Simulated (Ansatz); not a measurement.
The first iterations of a band of C₂H₇Al (10 atoms, charge 0, multiplicity 1).

Computed with Ansatz 0.2.0, RKS PBE0-D4/def2-SVPD.

| Item | Value |
| --- | --- |
| movable images | 9 |
| climbing image | yes |
| spring | 5.0 eV/Å² |
| optimiser | quadratic models (default) |
| start path | through a guess of the saddle point |
| force threshold | 0.05 eV/Å |
| iteration limit | 10 |
| end points | relaxed |

First end point:

```xyz
10
Properties=species:S:1:pos:R:3
Al 0.300 0.074 0.470
H -0.243 0.679 1.843
C 2.224 0.043 0.073
H 2.499 -1.013 -0.112
H 2.367 0.526 -0.912
C 3.160 0.662 1.111
H 4.219 0.585 0.817
H 2.946 1.731 1.268
H 3.060 0.176 2.094
H -0.738 -0.514 -0.586
```

Last end point:

```xyz
10
Properties=species:S:1:pos:R:3
Al -0.707 -0.055 -0.551
H 1.311 -0.626 1.087
C 2.224 -0.386 0.515
H 2.831 -1.303 0.497
H 1.938 -0.179 -0.531
C 2.966 0.788 1.128
H 3.881 1.017 0.564
H 2.336 1.687 1.131
H 3.259 0.577 2.166
H -0.246 1.427 0.061
```

| iteration | highest image above the first end (eV) | largest band force component (eV/Å) |
| --- | --- | --- |
| 1 | 14.449 | 40.818 |
| 2 | 6.256 | 17.041 |
| 3 | 4.117 | 9.961 |

Q: Does the band converge within its limit, and where does its top end?

A: It did not converge within its limit. It ended after 10 iterations with the highest image 3.057 eV above the first end. The band didn't meet its force threshold, so its energies are provisional: the largest band force was still 1.13 eV/Å, and over the last iterations the top moved between 3.00 and 3.10 eV. The orbitals stay closed-shell, which can raise the energy where a bond breaks towards radicals; this wasn't checked here.

Run time: 120 s on 4 threads of Intel(R) Xeon(R) Platinum 8259CL CPU @ 2.50GHz (Skylake/Cascade Lake), on a shared host, peak memory 0.25 GiB.
